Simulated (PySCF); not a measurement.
Run record: excited-state job, SiCl2H2 (`Cl[SiH2]Cl`).

Computed with TDDFT CAM-B3LYP/def2-SVPD, vertical, gas phase, core orbitals frozen in the response (PySCF 2.14.0, density-fitted response routines). Geometry: PBE0-D3(BJ)/def2-SVP. A driver script takes a list of jobs; this job's settings line and coordinates (Å) are shown.

Input:
```
{"job": {"kind": "uv", "xc": "CAM-B3LYP", "basis": "def2-SVPD", "ip": true, "nstates": 10}, "charge": 0, "multiplicity": 1}
Si    -0.116990     0.000726    -0.080740
Cl    -0.109672    -0.020799     1.974457
Cl     1.811975     0.011664    -0.786988
H     -0.795400     1.236931    -0.540381
H     -0.789903    -1.228512    -0.566349
```

Output:
```
coarse grid: 6112 points
cycle   1  E = -1210.6832692393  dE =  1.044e-01  |g| = 3.374e-01  |ddm| = 2.314e+00
cycle   2  E = -1210.6915891250  dE = -8.320e-03  |g| = 3.147e-01  |ddm| = 9.116e-01
cycle   3  E = -1210.7204566586  dE = -2.887e-02  |g| = 1.155e-02  |ddm| = 4.125e-01
cycle   4  E = -1210.7205192007  dE = -6.254e-05  |g| = 2.819e-03  |ddm| = 4.059e-02
cycle   5  E = -1210.7205225918  dE = -3.391e-06  |g| = 5.699e-04  |ddm| = 8.012e-03
final grid: 46168 points
cycle   6  E = -1210.8494831009  dE = -3.168e-06  |g| = 1.823e-03  |ddm| = 1.324e-02
cycle   7  E = -1210.8494834700  dE = -3.691e-07  |g| = 1.308e-03  |ddm| = 4.107e-03
cycle   8  E = -1210.8494838836  dE = -4.136e-07  |g| = 1.053e-04  |ddm| = 1.784e-03
cycle   9  E = -1210.8494838869  dE = -3.352e-09  |g| = 2.471e-05  |ddm| = 1.613e-04
cycle  10  E = -1210.8494838872  dE = -2.074e-10  |g| = 3.155e-06  |ddm| = 4.481e-05
converged SCF energy = -1210.8494838872

Static polarisability (au): isotropic 53.491, principal 46.206 51.822 62.444

Singlet excitations
state   eV       nm        f      main configurations
  1   7.5411    164.4   0.01586   H->L 0.93
  2   7.7383    160.2   0.00000   H->L+1 0.89
  3   8.0002    155.0   0.03047   H-1->L 0.78, H-3->L+1 0.15
  4   8.2119    151.0   0.00000   H-2->L 0.87
  5   8.2765    149.8   0.05187   H-1->L+1 0.62, H-3->L 0.30
  6   8.4545    146.6   0.00562   H-3->L 0.64, H-1->L+1 0.30
  7   8.4606    146.5   0.01026   H->L+2 0.92
  8   8.5940    144.3   0.03395   H-2->L+1 0.91
  9   8.8624    139.9   0.00269   H-1->L+2 0.59, H-3->L+1 0.29
 10   8.9002    139.3   0.11865   H-3->L+1 0.43, H-1->L+2 0.31, H-1->L+3 0.08

Triplet excitations (Tamm-Dancoff, eV): 7.1564 7.3042 7.4300 7.7485
Vertical ionisation energy (delta-SCF) = 11.6104 eV
```

The SCF starts on a coarse grid where the log names one; the energy can jump when the final grid takes over, and dE then counts from the start density on the new grid. H and L stand for HOMO and LUMO; the number after each pair is its weight.

Q: Give the mean polarisability as a volume in Å³, and the ratio of the largest to the smallest principal value.

A: 53.491 au × 0.148185 = 7.93 Å³; 62.444/46.206 = 1.35.

Q: Which computed singlet has the largest oscillator strength, and what do all of them sum to?

A: State 10 at 8.90 eV (139 nm), f = 0.119; the 10 states sum to 0.269.

Summary of the converged run: HOMO -10.54 eV, LUMO 0.64 eV; lowest singlet 7.54 eV; lowest triplet 7.16 eV (Tamm–Dancoff); mean polarisability 53.5 au.

Hardware: one thread, Arm Neoverse V1 (shared host). Cost: 19 s.
Labels such as C1 count atoms from 1, the log's own numbers from 0.
